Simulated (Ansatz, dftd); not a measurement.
Reaction: CH5Si- (SMILES [CH2-][SiH3]) → CH5Si- (SMILES C[SiH2-])
Each species at its own B3LYP-D3(BJ)/def2-TZVP minimum (Ansatz, a program for electronic structure).

Wanted: isomerisation energy (electronic), in kcal/mol. Radicals and triplets start from unrestricted determinants; spin-orbit coupling is neglected. Correlated methods leave the cores frozen. Rows without X2C or -DK are non-relativistic. CBS(X,Y): correlation extrapolated as X^-3, Hartree-Fock from the larger set. A bracket is a step between two methods taken in the basis named. Functionals run without relativity, which enters their misses. Double hybrids freeze cores in their MP2 part. 'core' is core correlation in cc-pwCVTZ (1s frozen past Ne), 'X2C' scalar relativity in cc-pVTZ-DK, both at CCSD(T). def2-TZVPD holds few diffuse functions, which lowers the functionals' binding of the extra electron.

| level | program | isomerisation energy (kcal/mol) | difference against the last row |
|---|---|---|---|
| PBE-D4/def2-TZVPD | Ansatz + dftd4 | -14.5 | -1.3 |
| B2PLYP-D4/def2-TZVPD | Ansatz + dftd4 | -12.7 | 0.5 |
| CCSD/CBS(aug-cc-pV(T+d)Z,aug-cc-pV(Q+d)Z) | Ansatz | -13.2 | 0.0 |
| CCSD(T)/CBS(aug-cc-pV(T+d)Z,aug-cc-pV(Q+d)Z) | Ansatz | -12.8 | 0.4 |
| CCSDT(Q)/aug-cc-pV(D+d)Z | Ansatz | -14.8 | -1.6 |
| CCSD(T)/CBS(aug-cc-pV(T+d)Z,aug-cc-pV(Q+d)Z) + [CCSDT(Q) - CCSD(T)]/aug-cc-pV(D+d)Z + core + X2C | Ansatz | -13.2 | 0.0 |
